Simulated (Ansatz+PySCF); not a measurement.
Two shapes of doublet H₂F.

Shape 1:

```xyz
3

F     0.0000    0.0000    0.0000
H     0.7575    0.0000    0.6356
H    -1.4237    0.0000    1.1946
```

Shape 2:

```xyz
3

F     0.0000    0.0000    0.0000
H     1.4537    0.0000    0.0000
H    -0.8861    0.0000    0.0000
```

Basis set: 6-31G (spherical functions). Left uncorrelated: 1 orbital. Correlation on ROHF uses semicanonical orbitals with singles. Charge 0, multiplicity 2.

Computed with Ansatz (development build ahead of 0.2.0); the reference of a correlated method needn't be the lowest determinant of its kind.

**Question.** Which shape is lower in energy, and by how much in each method?

**Answer.**

```json
{"method": "ROHF-CCSD", "E(2) − E(1) (eV)": "0.766"}
{"method": "UHF-CCSD", "E(2) − E(1) (eV)": "0.766"}
{"method": "ROHF-CCSD(T)", "E(2) − E(1) (eV)": "0.769"}
{"method": "UHF-CCSD(T)", "E(2) − E(1) (eV)": "0.769"}
{"method": "full CI (lowest root of this spin)", "E(2) − E(1) (eV)": "0.771"}
```

Shape 1 is lower. Caution for ROHF-CCSD, UHF-CCSD, ROHF-CCSD(T), UHF-CCSD(T): the reference determinant was not shown to be the lowest.
